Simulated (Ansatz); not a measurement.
Reaction (substitution at a C–C bond): `CCCCCl` + HCl → `ClCCCCl` + CH₄

Computed with Ansatz on PBE0-D4/def2-TZVP structures; ΔE is electronic, products minus reactants. CBS: MP2 limit from def2 TZ/QZ plus the TZ coupled-cluster correction, frozen cores. This one scheme is used for every species. Functionals use def2-TZVPP. Each species was taken in one conformer, which may not be the lowest.

`CCCCCl`:

```xyz
14

C     0.090    1.049    1.653
C     0.540    0.132    0.530
C    -0.527   -0.049   -0.536
C    -0.118   -0.942   -1.683
Cl    0.142   -2.635   -1.163
H    -0.162    2.045    1.277
H    -0.797    0.652    2.154
H     0.871    1.167    2.408
H     0.810   -0.847    0.935
H     1.448    0.533    0.064
H    -1.446   -0.440   -0.085
H    -0.784    0.928   -0.966
H     0.820   -0.614   -2.132
H    -0.885   -0.979   -2.455
```

HCl:

```xyz
2

Cl   -0.072   -0.367   -0.518
H     0.072    0.367    0.518
```

`ClCCCCl`:

Cartesian coordinates in Å:
```
Cl -1.219 -2.339 0.896
C 0.021 -1.192 0.331
C -0.571 0.182 0.115
C 0.458 1.201 -0.320
Cl 1.160 0.814 -1.917
H 0.804 -1.175 1.090
H 0.434 -1.597 -0.592
H -1.016 0.535 1.052
H -1.375 0.126 -0.622
H 0.011 2.189 -0.412
H 1.293 1.257 0.379
```

CH₄:

```xyz
5

C     0.000    0.000    0.000
H    -0.655   -0.081   -0.867
H     0.020    1.033    0.345
H     1.008   -0.310   -0.276
H    -0.372   -0.642    0.798
```

| level | ΔE (kcal/mol) |
| --- | --- |
| PBE-D4 | 1.9 |
| BLYP-D4 | 1.1 |
| r2SCAN-D4 | 2.0 |
| BHLYP | 2.3 |

(1) What does CCSD(T)/CBS give? (Best estimate.)

Largest T1 diagnostic among the species: 0.009.

## Answers

(1) Ansatz gave: +3.0 kcal/mol. The listed levels differ from it by -1.1, -1.9, -1.0, -0.7 kcal/mol.

In def2-TZVPP, CCSD(T) changes the Hartree–Fock value by +1.1 kcal/mol (the triples alone add −0.3 kcal/mol) and MP2 by +0.8 kcal/mol. From PBE to PBE0 (25 % exact exchange), in def2-TZVPP and without D4, ΔE moves by +0.8 kcal/mol.
